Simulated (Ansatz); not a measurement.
## Ligand exchange: MgH(CH3) + H2S → MgH(SH) + CH4

Species: MgH(CH3), singlet; H2S (hydrogen sulfide) `S`, singlet; MgH(SH), singlet; CH4 (methane) `C`, singlet. The partners trade CH3 for SH: Mg–CH3 and H–SH bonds give way to Mg–SH and H–CH3.

Shapes, held fixed at every level: PBE0-D4/def2-TZVP. Programs: Ansatz 0.2.0. The zero-point and thermal change to 298 K, harmonic and unscaled (PBE0-D4/def2-TZVP), is +10.1 kJ/mol.

| level | kind | ΔH(298 K) (kJ/mol) | less CCSD(T)/def2-TZVPP |
| --- | --- | --- | --- |
| r2SCAN-D4/def2-TZVPP | meta-GGA | -150.3 | -7.6 |
| PBE0-D4/def2-TZVPP | global hybrid | -146.7 | -4.0 |
| r2SCAN0-D4/def2-TZVPP | global hybrid | -152.3 | -9.6 |
| wB97X-V/def2-TZVPP | range-separated hybrid | -145.9 | -3.2 |
| MP2/def2-SVP | perturbation theory | -155.6 | -12.9 |
| MP2/def2-TZVPP | perturbation theory | -146.5 | -3.8 |
| CCSD/def2-SVP | coupled cluster or CI | -153.1 | -10.4 |
| CCSD(T)/def2-TZVPP | coupled cluster or CI | -142.7 | 0.0 |

The highest level, CCSD(T)/def2-TZVPP, gives ΔH(298 K) = -142.7 kJ/mol; the levels span -155.6 to -142.7. The column of differences is taken from that level and isn't an error. No measured value is set beside it here. Correlated rows may include outer-core shells of Mg, which these sets cover unevenly.
